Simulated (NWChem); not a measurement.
Molecule: carbon tetrachloride (CCl4); SMILES ClC(Cl)(Cl)Cl

Computed with NWChem. Geometry: optimised at PBE0/def2-SVP. Level: PBE0/def2-SVP with SMD (1 M gas to 1 M solution), gas-phase geometry.

Task: Predict the results for solvent n-hexane. Quantities: solvation free energy (kcal/mol); cavity-dispersion-structure term (kcal/mol).

Result: 
```
Item                                         Result
-------------------------------------------  ------
solvation free energy (kcal/mol)               -3.7
cavity-dispersion-structure term (kcal/mol)    -3.5
```
